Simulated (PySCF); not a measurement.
C4H5O2 (doublet state).
Geometry (GFN2-xTB, Å), atoms numbered from 1 in this order:
```
atom  x, y, z in Å
C1    -1.7530    0.3777    0.0565
C2    -0.5979   -0.5297    0.4181
O3    -0.7280   -1.5716    1.0614
C4     0.6593   -0.0874   -0.0219
C5     2.0767   -0.1705   -0.2512
O6     1.2156    0.8768   -0.7505
H7    -1.5912    0.8486   -0.9092
H8    -1.8411    1.1579    0.8115
H9    -2.6728   -0.2002    0.0483
H10    2.7707    0.1393    0.5201
H11    2.4669   -0.8383   -1.0091
```

The hyperfine couplings belong to this conformer and change with its torsions.

The species is `C([C]1OC1)(=O)C` [radical].

Theory: PySCF 2.14.0, UKS B3LYP, pcH-1 on C H O, non-relativistic, mean-field spin-orbit, GIAO. The structure is a single GFN2-xTB conformer in the gas phase; no vibrational or solvent corrections. Couplings are sensitive to structure, and on GFN2-xTB geometries they can be far from those on DFT ones. The SCF solution wasn't tested for stability.

Task: Predict the first-order ENDOR lines of H10/H11 and H7/H8/H9 under fast tumbling at B = 341.1 mT (X band).

Result: ν± = |νn ± a/2|, one line for each electron-spin manifold; νn = |g_N| × 7.62259 MHz/T × B.

```tsv
nuclei	isotope	g_N	νn (MHz)	a_iso (MHz)	lower line (MHz)	upper line (MHz)
H10/H11	1H	5.5857	14.52	7.24	10.90	18.15
H7/H8/H9	1H	5.5857	14.52	2.89	13.08	15.97
```

Task: Which pairs are centred on the nuclear Larmor frequency, and which on half the coupling?

Result: Centred on νn, since |a| < 2νn: H10/H11 and H7/H8/H9. No pair has |a| > 2νn.

Class means assume fast exchange of nuclei equivalent by connectivity; if that motion is slow, each nucleus keeps its own coupling. The three 1H nuclei of mean +2.9 MHz run from 0.3 to 7.6 MHz in the frozen geometry.

Largest spin populations (Mulliken): C4 (+0.61), O3 (+0.33) and O6 (+0.15). The angles at C4 add up to 359.7°, so it is planar.
